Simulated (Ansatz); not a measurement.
A made-up structure of C₂H₇O (charge +1), singlet:

```xyz
10
angstrom
C -0.7989 0.5268 -0.3790
O 0.4943 0.2812 -0.4096
C 0.6300 -0.5147 0.6305
H -1.4438 -0.4457 -0.5226
H -0.7024 1.1399 -1.1940
H -1.0655 1.0936 0.6130
H 0.8827 -0.0678 -1.3193
H 0.0223 -1.5142 0.5130
H 0.3424 0.0672 1.6078
H 1.6389 -0.5663 0.4602
```

It is relaxed with PBE-D4/def2-SVP and then PBE0-D4/def2-TZVP (Ansatz 0.2.0). Atoms count as bonded within 1.22 times the sum of their covalent radii (H–H: 0.88 Å). The end point is not checked to be a true minimum.

(1) Does its bonding change? (Judge from chemistry; the calculation decides.)

## Answers

(1) The calculation gives: No: no bond forms or breaks.

Where it ends: The first stage lowers the energy by 3.20 eV in 6 steps. It ends as C₂H₇O ([CH3][OH][CH3]), total charge +1:
| atom | x (Å) | y (Å) | z (Å) |
| --- | --- | --- | --- |
| C1 | -0.9603 | 0.6485 | -0.5068 |
| O2 | 0.4578 | 0.2607 | -0.3791 |
| C3 | 0.8039 | -0.6373 | 0.7396 |
| H4 | -1.5628 | -0.2480 | -0.6439 |
| H5 | -1.0118 | 1.3188 | -1.3609 |
| H6 | -1.2042 | 1.1708 | 0.4141 |
| H7 | 0.8174 | -0.0625 | -1.2214 |
| H8 | 0.2468 | -1.5668 | 0.6345 |
| H9 | 0.5343 | -0.0963 | 1.6423 |
| H10 | 1.8788 | -0.7878 | 0.6814 |

Labels in which every atom is bracketed show which atoms are joined, not bond orders.

For scale, one of the runs: PBE0-D4/def2-TZVP relaxation, 135 basis functions, launched by `ansatz run in.yaml --threads 2 --pin off --events-out ev --progress --plain --max-ram 4352MiB`. Hardware: 2 CPU threads of an Arm Neoverse V2, shared host. Wall time about 11 s.
